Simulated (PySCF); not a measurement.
P2H4: core ionisation energies

Compound: diphosphine, P₂H₄.
Atom-mapped SMILES: `[PH2:1][PH2:2]`

Structure used (GFN2-xTB), in Å, numbered top down from 1:
```xyz
6
P2H4 angstrom
P      0.497    0.903   -0.316
P     -0.496   -0.905    0.305
H      1.356    0.921    0.783
H      1.436    0.232   -1.100
H     -1.362   -0.918   -0.789
H     -1.427   -0.231    1.096
```

Computed, not measured: delta-SCF UKS SCAN, pcX-2 on the ionised atom, pcseg-1 elsewhere, spin-free X2C (PySCF). Vertical ΔSCF values, vacuum level as zero.

Task: List the computed XPS lines with their assignment.

Result: 
| atom(s) | bonded to | level | binding energy (eV) | 2p1/2 (eV) | count |
| --- | --- | --- | --- | --- | --- |
| P1/P2 | 2 H and P | P 2p3/2 | 136.66 | 137.55 | 2 |
| P1/P2 | 2 H and P | P 1s | 2150.17 | – | 2 |

Task: Which photon energy gives electrons from P 2p3/2 of P1/P2 a kinetic energy of 50 eV, and what is their de Broglie wavelength?

Result: hν = 136.66 + 50 = 186.66 eV, recoil neglected; λ = 12.264 Å/√(E/eV) = 1.73 Å.

Task: What is the longest wavelength that can ionise P 2p3/2 of P1/P2 vertically?

Result: λ = hc/E = 12398.42 eV Å / 136.66 eV = 90.725 Å.

The first atom of each set that the bonding makes equivalent was ionised and stands for the set. For 2p shells one spin-free hole was relaxed; a mean-field spin–orbit operator and the ground-state splitting of the three 2p orbitals were then diagonalised within the shell. The shell's mean is (2 × 2p3/2 + 2p1/2)/3, and the degeneracies 2j + 1 give areas of 2:1. 2p1/2 minus 2p3/2 (ligand field included): P 0.89 eV. Isolated species at its GFN2-xTB geometry (one conformer only).
